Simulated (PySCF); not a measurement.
Coordinates in bohr (charge 0 multiplicity 1):
```
S     1.9933    1.9933    0.0000
S    -1.9933    1.9933    0.0000
S    -1.9933   -1.9933    0.0000
S     1.9933   -1.9933    0.0000
```

Level of theory: PySCF, PBE0, basis S def2-TZVP (no relativity, density fitting).

This geometry of S₄ is a stationary point at this level.

**Question.** What is the point group?

**Answer.** D4h.

**Question.** Is it a minimum?

**Answer.** No: it has 1 imaginary mode, at 168i cm⁻¹ (b2u).

**Question.** List the harmonic modes with their infrared intensities.

**Answer.** 
```tsv
symmetry	ω (cm⁻¹)	IR (km/mol, summed over degenerate members)
b2u	168i	–
b1g	269	0.0
eu	503	7.6
a1g	516	0.0
b2g	556	0.0
```

**Question.** Give the atomic charges and bond orders.

**Answer.** 
| atom | Mulliken | Löwdin | polar tensor | Mayer order to S1 |
| --- | --- | --- | --- | --- |
| S1 | 0.00 | 0.00 | 0.00 | – |
| S2,4 | 0.00 | 0.00 | 0.00 | 1.06 |
| S3 | 0.00 | 0.00 | 0.00 | 0.05 |
Other Mayer orders above 0.3: S–S 1.06 (×2).

In D4h the vibrations span b2u + b1g + eu + a1g + b2g. The a1g, b1g, b2g, b2u modes carry no infrared intensity, as symmetry demands. With a centre of inversion only u modes can be infrared active and only g modes Raman active.

Other isomers or separated fragments may lie lower.
